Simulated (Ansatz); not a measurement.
A made-up structure of MgAlH₃S, singlet:

Mg1  (0.445, 0.407, -0.102)
Al2  (-1.896, -0.513, -1.150)
S3  (1.123, -0.536, 1.774)
H4  (-3.201, -1.027, -1.735)
H5  (1.525, 1.627, -0.653)
H6  (2.245, 0.193, 1.901)
(Å)

It is relaxed with PBE-D4/def2-SVP and then PBE0-D4/def2-TZVP (Ansatz 0.2.0). Atoms count as bonded within 1.22 times the sum of their covalent radii (H–H: 0.88 Å). The end point is not checked to be a true minimum.

Does its bonding change? (Judge from chemistry; the calculation decides.)

The calculation gives: Yes. Formed: Al2–S3; broken: Mg1–S3.

Where it ends: The first stage lowers the energy by 1.59 eV in 28 steps. It ends as MgAlH₃S ([MgH][AlH][SH]):
Mg1  (0.809, 1.658, -1.380)
Al2  (-0.459, -0.328, -0.014)
S3  (0.518, -1.030, 1.835)
H4  (-1.824, -1.102, -0.316)
H5  (1.607, 2.906, -2.236)
H6  (-0.408, -1.953, 2.146)
(Å)

Labels in which every atom is bracketed show which atoms are joined, not bond orders.

For scale, one of the runs: PBE0-D4/def2-TZVP relaxation, 124 basis functions, launched by `ansatz run in.yaml --threads 2 --pin off --events-out ev --progress --plain --max-ram 4352MiB`. The run took about 17 s on 2 CPU threads of an Arm Neoverse V1 (shared host).
